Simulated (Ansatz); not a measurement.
Relaxation of BH$_{3}$ (4 atoms, charge 0, multiplicity 1), to a largest force component of 0.02 eV/Å in at most 40 steps.

Theory: RKS B3LYP-D4/def2-SVPD in Ansatz.

```xyz
4
Properties=species:S:1:pos:R:3:forces:R:3
B 0.000 0.000 0.000 0.00 0.00 0.00
H 0.000 0.000 1.190 0.00 0.00 0.28
H 1.030 0.000 -0.595 0.24 0.00 -0.14
H -1.030 0.000 -0.595 -0.24 0.00 -0.14
```

Question: Where does it end, and by what steps?

Answer: The run converged. After 2 steps the energy has fallen by 0.005 eV; H3 moved furthest, 0.01 Å.

| step | energy less start (eV) | largest force component (eV/Å) | accepted |
| --- | --- | --- | --- |
| 0 | 0.0000 | 0.276 | yes |
| 1 | -0.0043 | 0.074 | yes |
| 2 | -0.0046 | 0.001 | yes |

```xyz
4
Properties=species:S:1:pos:R:3
B 0.000 0.000 0.000
H 0.000 0.000 1.201
H 1.040 0.000 -0.601
H -1.040 0.000 -0.601
```

Whether the end is a true minimum wasn't checked by a vibrational analysis.

The run took 1.9 s on 1 thread of Arm Neoverse V1, on a shared host, peak memory 0.084 GiB.
